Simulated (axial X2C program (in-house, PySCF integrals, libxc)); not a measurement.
## Worked dissociation energy of PH⁻: CCSD, with spin–orbit coupling

Computed with an in-house all-electron X2C program for linear molecules (integrals from PySCF). Two-component (2c) means X2C with spin–orbit coupling and atomic mean-field two-electron Coulomb and Gaunt terms. Basis: P dyall-av3z [9s8p3d2f], H dyall-av3z [7s3p2d] (cores contracted in-house); Gaussian nuclei, density fitting, unrestricted open shells. Masses: P 30.974 u, H 1.008 u.

Molecular state: Ω = 3/2 (⟨Sz⟩ = 0.50, ⟨Lz⟩ = 1.00 at HF).

Correlated methods: 7 electrons correlated (number of frozen shells: P 2 s, 1 p; H none), 149 virtual spin orbitals or spinors in MP2, 90 natural virtuals in coupled cluster.

| Quantity | Value |
| --- | --- |
| E(P) (2M_J = 3) | -341.591926 hartree |
| E(H-) (2M_J = 0) | -0.527386 hartree |
| E(PH⁻) at Re | -342.234696 hartree |
| ωe | 2257.6 cm⁻¹ |
| ωexe | 46.2 cm⁻¹ |

**Question.** Work out De and D0.

**Answer.** De = -341.591926 + (-0.527386) − (-342.234696) = 0.11538 hartree = 3.140 eV. The zero-point energy is ωe/2 − ωexe/4 = 1117 cm⁻¹ = 0.139 eV, so D0 = 3.001 eV.

The state is one determinant whose occupation by symmetry is held fixed; it was picked as the lowest of a PBE0 search that is not exhaustive. De is counted from the lowest determinant-based energies of the atoms at the same level, without counterpoise correction. CCSD ran in a truncated set of natural virtual spinors with an MP2 remainder; without triples it tends to underbind.

Each atomic determinant is the lowest at this level and need not be a pure J level. Totals compare only within one Hamiltonian and basis.
